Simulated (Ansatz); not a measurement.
`COC#CN`. Charge 0, multiplicity 1. The geometry is a stationary point of PBE0-D4/def2-TZVP. It is one conformer, not always the lowest.

```xyz
10

C     0.999   -1.454   -1.097
O    -0.360   -1.175   -0.752
C    -0.522   -0.114   -0.017
C    -0.708    0.860    0.662
N    -0.855    1.965    1.425
H     1.421   -0.623   -1.667
H     1.591   -1.618   -0.193
H     0.981   -2.357   -1.704
H    -1.354    2.723    0.983
H    -1.195    1.793    2.360
```

(1) What is the dipole moment at B3LYP/def2-TZVPP? (Best estimate.)

(2) And with PBE, r2SCAN, ωB97M-V? (An estimate is asked.)

(3) Give the Mulliken charges with B3LYP, PBE, r2SCAN in def2-TZVPP. (Best estimate.)

Results:

(1) Ansatz gave: 0.68 D, with components (0.39, 0.48, 0.28) D in this frame, pointing from negative to positive charge.

(2) Computed: PBE 0.67 D, r2SCAN 0.68 D, ωB97M-V 0.67 D.

(3) Computed: 
| atom | B3LYP | PBE | r2SCAN |
| --- | --- | --- | --- |
| C1 | -0.10 | -0.12 | 0.03 |
| O2 | -0.28 | -0.21 | -0.30 |
| C3 | -0.01 | -0.11 | 0.02 |
| C4 | 0.04 | 0.03 | 0.06 |
| N5 | -0.32 | -0.28 | -0.37 |
| H6 | 0.11 | 0.10 | 0.07 |
| H7 | 0.11 | 0.10 | 0.07 |
| H8 | 0.12 | 0.11 | 0.07 |
| H9 | 0.17 | 0.18 | 0.18 |
| H10 | 0.17 | 0.18 | 0.18 |

B3LYP here is the variant with VWN-RPA as its local correlation; programs differ in this.
